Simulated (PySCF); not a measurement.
Spectrum to structure. Computed with TDDFT CAM-B3LYP/def2-SVPD, vertical, gas phase, core orbitals frozen in the response (PySCF 2.14.0, density-fitted response routines). Geometries: PBE0-D3(BJ)/def2-SVP, one conformer each.

| state | E (eV) | f |
| --- | --- | --- |
| S1 | 3.88 | 0.0004 |
| S2 | 6.06 | 0.319 |
| S3 | 7.05 | 0.0002 |
| S4 | 7.24 | 0.0002 |
| S5 | 7.51 | 0.029 |
| S6 | 7.62 | 0.0075 |
| S7 | 7.72 | 0.032 |
| S8 | 8.19 | 0.022 |
| S9 | 8.25 | 0.051 |
| S10 | 8.36 | 0.060 |

Question: Which candidate is it? All have the formula C5H8O.
A. `C[C@@H]1CCC1=O`
B. `C=C/C=C/OC`
C. `C=C(C=O)CC`

Answer: C. Its S1, at 3.88 eV, is the lowest among the candidates; the nearest of the others has S1 at 4.32 eV. S1 is HOMO→LUMO (92%). Löwdin shares by element: HOMO oxygen 58%, carbon 26% or more, hydrogen 9% or more; LUMO carbon 65% or more, oxygen 23%. At the same level the other candidates give, for their lowest levels:
- `C[C@@H]1CCC1=O`: 4.32 eV (f 0.000); 7.02 eV (f 0.026); 7.60 eV (f 0.011); 7.78 eV (f 0.013); 7.79 eV (f 0.016); T1 3.79 eV; HOMO -8.56, LUMO 0.45 eV
- `C=C/C=C/OC`: 5.62 eV (f 0.743); 6.05 eV (f 0.003); 6.16 eV (f 0.000); 6.59 eV (f 0.031); 6.91 eV (f 0.004); T1 3.17 eV; HOMO -7.29, LUMO 0.73 eV

The values belong to the conformer `[CH2:1]=[C:2]([CH:3]=[O:4])[CH2:5][CH3:6]`: C1–C2–C3–O4 -179°, C1–C2–C5–C6 -107°.
Triplets come from the Tamm–Dancoff approximation.
